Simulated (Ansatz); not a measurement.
C₅H₉F, SMILES `FC1CCCC1`. Charge 0, multiplicity 1.

| atom | x (Å) | y (Å) | z (Å) |
| --- | --- | --- | --- |
| F1 | -1.7189 | -0.9040 | 0.9582 |
| C2 | -0.3645 | -0.5748 | 1.0608 |
| C3 | -0.2019 | 0.9302 | 0.8624 |
| C4 | 0.2290 | 1.1258 | -0.6059 |
| C5 | 0.0927 | -0.2553 | -1.2531 |
| C6 | 0.3733 | -1.2114 | -0.0991 |
| H7 | -0.0391 | -0.9268 | 2.0429 |
| H8 | -1.1504 | 1.4177 | 1.0937 |
| H9 | 0.5408 | 1.3291 | 1.5565 |
| H10 | 1.2717 | 1.4529 | -0.6489 |
| H11 | -0.3626 | 1.8868 | -1.1171 |
| H12 | 0.7636 | -0.3957 | -2.1025 |
| H13 | -0.9291 | -0.4095 | -1.6103 |
| H14 | 0.0508 | -2.2399 | -0.2691 |
| H15 | 1.4445 | -1.2250 | 0.1316 |

Task: Give the diagnostics of a CCSD(T)/def2-TZVPP run (frozen core, Ansatz). (An estimate is asked.)

Result: Ansatz gave: T1 = 0.0098, largest single amplitude 0.010, largest double 0.009, (T) share of the correlation energy 3.7 %, 9 CCSD cycles. The RHF solution is stable towards an unrestricted one. T1 lies under the customary mark of 0.02 for closed shells.
